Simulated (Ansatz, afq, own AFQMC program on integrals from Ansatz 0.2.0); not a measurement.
GeH4, singlet: a scan with AFQMC

```tsv
atom	x (Å)	y (Å)	z (Å)
Ge	0.0000	0.0000	0.0000
H	0.8843	0.8872	0.8860
H	-0.8879	-0.8840	0.8857
H	-0.8838	0.8845	-0.8892
H	0.8874	-0.8877	-0.8825
```

The Ge1–H2 distance is changed with both sides rigid. Energies in kJ/mol count from this geometry (1.534 Å) at the same level; the start stands on RHF, each point on the determinant named.

Basis cc-pVDZ. Only valence electrons are correlated. Ansatz 0.2.0 and our own AFQMC program on the same integrals; the CISD trial comes from CCSD amplitudes, and released means the phaseless constraint is let go. ± is one standard error of the sampling. No spin–orbit coupling.

Cautions, each for one point or more: cluster runs in doubt by the program's own checks; higher spins were not checked; inner d shell frozen; no relativity below Rb; no spin-orbit coupling; restricted determinant unstable towards unrestricted; strong correlation.

```tsv
r(Ge1–H2) / Å	det.	T1	weight	CCSD	PBE0	CCSD(T)
1.358	RHF	0.009	0.92	37.2	35.2	37.4
1.683	RHF	0.010	0.92	13.5	14.1	13.2
2.118	RHF	0.014	0.90	131.2	134.0	129.2
2.903	RHF	0.039	0.79	312.3	322.0§	300.5
```

Problem. Estimate the curve of CCSDT(Q), counted from the same start.

Solution. 
```tsv
r(Ge1–H2) / Å	det.	T1	weight	CCSDT(Q)	ph-AFQMC/CISD	released AFQMC
1.358	RHF	0.009	0.92	37.5	37.8 ± 0.4	38.0 ± 0.7
1.683	RHF	0.010	0.92	13.1	13.1 ± 0.5	13.4 ± 0.6
2.118	RHF	0.014	0.90	128.5	130.5 ± 0.6	128.5 ± 0.8*
2.903	RHF	0.039	0.79	298.9	302.6 ± 1.7	301.3 ± 1.7*
```

Weight is that of the determinant in the CISD state; at the start T1 is 0.009 and the weight 0.92. An asterisk marks released energies that aren't shown to be converged. Symmetry can't show for every point that it stays on the start's state. § marks a functional whose ⟨S²⟩ is too high by over 0.1. Largest departures from CCSDT(Q), at the points where its series has closed: CCSD(T) 0.7 kJ/mol at 2.118 (on RHF), ph-AFQMC/CISD 2.0 kJ/mol at 2.118 (on RHF), released AFQMC 0.5 kJ/mol at 1.358 (on RHF) (within the noise), CCSD 2.7 kJ/mol at 2.118 (on RHF). The functionals aren't scored here. In this small basis the wave-function levels are far from their limit, so their gap to the functionals isn't the functionals' error.

A walk keeps the symmetry of its determinant, which the program's search chose and which needn't be the lowest solution, so a lower state of the same spin and another symmetry isn't excluded.
